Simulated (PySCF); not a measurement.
## First hyperpolarisability: SMILES C=C/C=C/F, C4H5F

Cartesian coordinates in Å; atom numbers follow the order of the lines, from 1:
```xyz
10

C    -1.7876   -0.4131   -0.2677
C    -0.6097   -0.2512    0.3330
C     0.5704    0.2755   -0.3141
C     1.7226    0.4218    0.3272
F     2.8111    0.9059   -0.2732
H    -2.6413   -0.8152    0.2629
H    -1.9316   -0.1484   -1.3099
H    -0.5064   -0.5283    1.3798
H     0.5131    0.5604   -1.3604
H     1.8987    0.1720    1.3679
```

Theory: quadratic response CAM-B3LYP/def2-TZVPD first hyperpolarisability, Taylor convention, gas phase (PySCF 2.14.0). Geometry: PBE0-D3(BJ)/def2-TZVP.

(1) Give β for the processes computed.

(2) Which lowest excitations, dipole and polarisabilities go with it?

Results:

(1) In au, Taylor convention; the vector part is βᵢ = ⅓ Σⱼ (βᵢⱼⱼ + βⱼᵢⱼ + βⱼⱼᵢ); β∥ is 3/5 of the vector part along the dipole, the dipole points from − to +:
```tsv
process	λ (nm)	β vector norm	β∥	β HRS	depolarisation ratio
static β(0;0,0)	∞	313.9	-166.4	120.0	6.92
second harmonic β(−2ω;ω,ω)	1907	330.7	-174.9	126.6	6.85
Pockels β(−ω;ω,0)	1907	319.4	-169.2	–	–
second harmonic β(−2ω;ω,ω)	1064	374.4	-197.0	143.6	6.69
Pockels β(−ω;ω,0)	1064	332.0	-175.6	–	–
```

(2) S1 5.94 eV (f = 0.707); S2 6.30 eV (f = 0.001); S3 6.50 eV (f = 0.005); dipole 1.25 D; isotropic α 56.1 au static, 56.4 au at 1907 nm, 57.0 au at 1064 nm, 57.2 au at 953.5 nm, 59.9 au at 532 nm.
